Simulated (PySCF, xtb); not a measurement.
CH3O, SMILES C=[OH+], charge +1. Atoms are numbered in the order given.

```xyz
5

C      0.0340    -0.6237     0.0000
O     -0.1305     0.6098     0.0000
H     -0.8750    -1.2245     0.0000
H      1.0294    -1.0721     0.0000
H      0.6854     1.1609     0.0000
```
Charge +1, spin multiplicity 1.

Coordinates come from a B3LYP-D3(BJ)/def2-TZVP optimisation. The isomer is the one that the SMILES or the coordinates give; other isomers of the formula were not compared.

Level of theory: IEF-PCM-M06-2X/def2-TZVPD run with PySCF.

The values are the electrostatic part of the solvation free energy, E(continuum) − E(gas) at the gas-phase geometry, in a cavity of scaled van der Waals radii (PySCF's table); cavitation and dispersion terms are not included. In vacuum the orbital gap is 11.42 eV.

### Question
Estimate the values in water (ε = 78.36), acetonitrile (ε = 35.69), tetrahydrofuran (ε = 7.43). (The exact figures need the calculation; the answer reports its results.)

### Answer

```
solvent              ε  ΔG(elec) (kcal/mol)  gap (eV)
---------------  -----  -------------------  --------
water            78.36                -76.2     11.40
acetonitrile     35.69                -75.0     11.40
tetrahydrofuran   7.43                -66.6     11.40
```

For comparison, GFN2-xTB/ALPB(water) (xtb, at the GFN2-xTB geometry, all terms of that model) gives -79.3 kcal/mol.
